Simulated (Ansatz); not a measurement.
A made-up structure of CH$_{7}$AlN (charge +1), singlet:

C1  (0.934, -0.648, 1.122)
Al2  (0.482, -0.004, -0.719)
N3  (-1.293, 0.705, -0.800)
H4  (-1.988, 0.001, -0.552)
H5  (-1.512, 1.039, -1.738)
H6  (-1.414, 1.487, -0.156)
H7  (1.753, -0.274, -1.587)
H8  (1.204, -1.673, 1.127)
H9  (1.773, -0.140, 1.524)
H10  (0.146, -0.536, 1.821)
(Å)

It is relaxed with PBE-D4/def2-SVP and then PBE0-D4/def2-TZVP (Ansatz 0.2.0). Atoms count as bonded within 1.22 times the sum of their covalent radii (H–H: 0.88 Å). The end point is not checked to be a true minimum.

(1) Does its bonding change? (Judge from chemistry; the calculation decides.)

Answers

(1) By the calculation: No: no bond forms or breaks.

Where it ends: The first stage lowers the energy by 0.86 eV in 8 steps. It ends as CH₇AlN ([CH3][AlH][NH3]), total charge +1:
C1  (0.934, -0.675, 1.224)
Al2  (0.629, -0.098, -0.575)
N3  (-1.201, 0.675, -0.823)
H4  (-1.941, 0.007, -0.605)
H5  (-1.367, 0.994, -1.778)
H6  (-1.373, 1.477, -0.213)
H7  (1.338, -0.019, -1.965)
H8  (1.199, -1.737, 1.239)
H9  (1.788, -0.138, 1.651)
H10  (0.080, -0.531, 1.889)
(Å)

Labels in which every atom is bracketed show which atoms are joined, not bond orders.

For scale, one of the runs: PBE0-D4/def2-TZVP relaxation, 141 basis functions, launched by `ansatz run in.yaml --threads 2 --pin off --events-out ev --progress --plain --max-ram 4352MiB`. Hardware: 2 CPU threads of an Intel Xeon, shared host. Wall time about 13 s.
